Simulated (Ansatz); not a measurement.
# Si₂C (triplet): wave-function methods side by side, def2-QZVPP

An exercise on one series of results from a longer session: the logs are not shown, and one member is left open.

Method: def2-QZVPP, core rule «outside noble gas», up to 11 orbitals frozen; program: Ansatz 0.2.0, Gaussian basis.

The runs, in order: UHF; ROHF; CCSD(T) on UHF.

2 further runs of the same task are left out: 2 set aside as unsound or not needed.

## The geometry

The geometry is a PBE0/def2-TZVP stationary point (not a proven minimum).

3 atoms, charge 0, spin multiplicity 3.

Atoms are counted from 1 here; the program's logs count them from 0.

Bond lengths: C1–Si2 1.825 Å, C1–Si3 1.757 Å, Si2–Si3 2.287 Å. Angles: Si2–C1–Si3 79.3°, C1–Si2–Si3 49.0°, C1–Si3–Si2 51.6°.

As a file:

```xyz
3
CSi2
C     0.0000   -1.1343   -0.0586
Si    0.0000    0.2274    1.1558
Si    0.0000    0.2577   -1.1308
```

Set-up of the first run:

Contents of in.yaml:

```yaml
crystal:
  periodic: [false, false, false]
  atoms:
    - {symbol: C, position_ang: [0.000000, -1.134324, -0.058627]}
    - {symbol: Si, position_ang: [0.000000, 0.227422, 1.155842]}
    - {symbol: Si, position_ang: [0.000000, 0.257669, -1.130771]}
basis:
  gaussian: {orbitals: "def2-QZVPP.json"}
magnetization: {spin_polarized: true, initial_magnetization: 2}
hamiltonian: {xc: hf}
output: {orbitals: {seedname: orbitals}}
```

Run with:

```bash
$ ansatz run in.yaml --threads 1 --pin off --events-out ev --progress --plain --max-ram 2393MiB
```

Among the steps run: UHF; ROHF; CCSD(T) on UHF.

One of the session's tables, all rows but one given; the rest of the session is left out.

| method | from UCCSD(T) (meV) |
| --- | --- |
| ROHF | ? |
| UHF | +10608.7 |
| UMP2 | +1674.9 |
| UCCSD | +828.1 |
| UCCSD(T) | 0 |

Q: Estimate the row for ROHF from the others.

The run gave: from UCCSD(T) (meV): +10944.9. In the column «from UCCSD(T) (meV)» it is the highest.
